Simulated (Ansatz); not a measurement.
Mulliken charges of `C=NC(O)O` from r2SCAN/def2-TZVPP in Ansatz (PBE0-D4/def2-TZVP geometry).

```csv
atom,x (Å),y (Å),z (Å),charge (e)
C1,-0.693,1.288,-0.736,0.000
N2,-0.504,0.062,-0.535,-0.293
C3,0.457,-0.325,0.471,0.414
O4,-0.210,-1.038,1.457,-0.325
O5,1.472,-1.040,-0.151,-0.325
H6,-1.413,1.601,-1.490,0.078
H7,-0.164,2.075,-0.185,0.054
H8,0.939,0.521,0.974,0.009
H9,-0.864,-1.596,1.019,0.194
H10,1.063,-1.600,-0.821,0.194
```

Q: By hand: the dipole of these point charges (1 e Å = 4.8032 D).

A: Σ q r = (-0.145, 0.144, -0.152) e Å, of length 0.255 e Å = 1.22 D.

Q: How does the dipole of the full density compare? (Best estimate.)

A: Ansatz gave: (-0.289, 0.225, -0.303) e Å, 2.28 D; the point charges give 0.54 times that, at 6° from its direction.

Point charges leave out the atoms' own dipoles, such as those of lone pairs, and Mulliken's split depends on the basis, so the two needn't agree.
